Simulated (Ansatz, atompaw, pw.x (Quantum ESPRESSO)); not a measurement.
## silicon: does the PAW (atompaw) potential hold in the solid?

| Quantity | Value |
| --- | --- |
| Element | silicon |
| Generator | atompaw 4.2.0.5 |
| Type | PAW |
| Functional | LDA (PW92) |
| Relativity | scalar-relativistic |
| Frozen core | [Ne] |
| Valence charge | 4 |
| Reference configuration | 3s2 3p2 |
| Partial waves | 3s (bound): rc 2.00 bohr; 3s channel at 1.55 Ry: rc 1.40 bohr; 3p (bound): rc 2.00 bohr; 3p channel at 0.25 Ry: rc 2.00 bohr; 3d channel at 0.05 Ry: rc 2.00 bohr |
| Local potential | bessel scheme, radius 1.90 bohr |
| Core correction | smooth core density matched at 1.00 bohr |
| Augmentation charge | besselshape compensation charge, radius 1.75 bohr; PAW radius 2.00 bohr; waves and projectors: custom rrkj vanderbiltortho |

Crystal test: diamond Si in pw.x 7.5, no spin, 9³ k-points, Fermi–Dirac smearing 0.01 Ry, cutoffs 40/400 Ry. The reference is all-electron LAPW (Ansatz 0.2.0) with the same functional, mesh and smearing; V0 and B0 come from Birch–Murnaghan fits to the pressures at five volumes. Errors are pseudo minus all-electron; Δ is the rms difference of the E(V) curves that follow from these fits, minima aligned, over ±6 % about the mean V0. Mesh and smearing are coarse, so the numbers serve the comparison and aren't converged zero-temperature values; the lattice is a test structure that the element need not adopt.

All-electron: a0 = 5.400 Å (V0 = 19.69 Å³/atom), B0 = 96.2 GPa.

Question: How far does the potential miss the all-electron equation of state?

Answer: mean pressure error (GPa): +0.27; a0 (Å): 5.405; a0 error (%): +0.09; B0 error (%): +0.3; Δ (meV/atom): 1.2.

| V (Å³/atom) | P all-electron (GPa) | P pseudo (GPa) |
| --- | --- | --- |
| 18.709 | 5.46 | 5.81 |
| 19.202 | 2.53 | 2.84 |
| 19.694 | -0.03 | 0.24 |
| 20.186 | -2.29 | -2.05 |
| 20.679 | -4.26 | -4.06 |

Question: At the middle volume, how do free energy and pressure move when the wave cutoff is lowered (ecutrho held at 400 Ry)?

Answer:

```json
{"cutoff (Ry)": "18", "shift of F (meV/atom)": "+11.8", "shift of P (GPa)": "-0.28"}
{"cutoff (Ry)": "24", "shift of F (meV/atom)": "+1.5", "shift of P (GPa)": "-0.00"}
{"cutoff (Ry)": "32", "shift of F (meV/atom)": "+0.8", "shift of P (GPa)": "-0.01"}
```

Input at the middle volume:

```
&control
  calculation='scf', prefix='x', pseudo_dir='./', outdir='./tmp', tstress=.true., disk_io='low'
/
&system
  ibrav=0, nat=2, ntyp=1, ecutwfc=40, ecutrho=400, nbnd=11,
  occupations='smearing', smearing='fd', degauss=0.01
/
&electrons
  conv_thr=1e-09, mixing_beta=0.4, electron_maxstep=70
/
ATOMIC_SPECIES
Si 1.0 Si.UPF
CELL_PARAMETERS angstrom
  0.00000000 2.70050288 2.70050288
  2.70050288 0.00000000 2.70050288
  2.70050288 2.70050288 0.00000000
ATOMIC_POSITIONS crystal
Si 0.0000 0.0000 0.0000
Si 0.2500 0.2500 0.2500
K_POINTS automatic
9 9 9 0 0 0
```

```bash
pw.x < Si.scf.in > Si.scf.out
```

Lines of the output:

```
Message from routine setup:
     using ibrav=0 with symmetry is DISCOURAGED, use correct ibrav instead
     lattice parameter (alat)  =       7.2170  a.u.
     unit-cell volume          =     265.8034 (a.u.)^3
     number of electrons       =         8.00
     number of Kohn-Sham states=           11
     kinetic-energy cutoff     =      40.0000  Ry
     charge density cutoff     =     400.0000  Ry
     scf convergence threshold =      1.0E-09
     Exchange-correlation= SLA PW NOGX NOGC
     number of k points=    35  Fermi-Dirac smearing, width (Ry)=  0.0100
     negative rho (up, down):  3.418E-02 0.000E+00
     iteration #  1     ecut=    40.00 Ry     beta= 0.40
     negative rho (up, down):  3.834E-02 0.000E+00
     total energy              =     -89.29720894 Ry
     estimated scf accuracy    <       0.06095850 Ry
     iteration #  2     ecut=    40.00 Ry     beta= 0.40
     negative rho (up, down):  4.282E-02 0.000E+00
     total energy              =     -89.29240172 Ry
     estimated scf accuracy    <       0.01519176 Ry
     iteration #  3     ecut=    40.00 Ry     beta= 0.40
     negative rho (up, down):  4.330E-02 0.000E+00
     total energy              =     -89.29350655 Ry
     estimated scf accuracy    <       0.00035304 Ry
     iteration #  4     ecut=    40.00 Ry     beta= 0.40
     negative rho (up, down):  4.339E-02 0.000E+00
     total energy              =     -89.29353246 Ry
     estimated scf accuracy    <       0.00000979 Ry
     iteration #  5     ecut=    40.00 Ry     beta= 0.40
     negative rho (up, down):  4.334E-02 0.000E+00
     total energy              =     -89.29353397 Ry
     estimated scf accuracy    <       0.00000063 Ry
     iteration #  6     ecut=    40.00 Ry     beta= 0.40
     negative rho (up, down):  4.333E-02 0.000E+00
     total energy              =     -89.29353399 Ry
     estimated scf accuracy    <       0.00000005 Ry
     iteration #  7     ecut=    40.00 Ry     beta= 0.40
     negative rho (up, down):  4.333E-02 0.000E+00
     the Fermi energy is     6.4709 ev
!    total energy              =     -89.29353400 Ry
     estimated scf accuracy    <          9.5E-11 Ry
     smearing contrib. (-TS)   =      -0.00038223 Ry
     convergence has been achieved in   7 iterations
     negative rho (up, down):  4.333E-02 0.000E+00
          total   stress  (Ry/bohr**3)                   (kbar)     P=        2.35
```

The run at the middle volume (35 k-points, 7 iterations) took about 7.9 s on one core of a shared host (Intel(R) Xeon(R) Platinum 8488C, 192 threads, 1488 GiB, load 61).
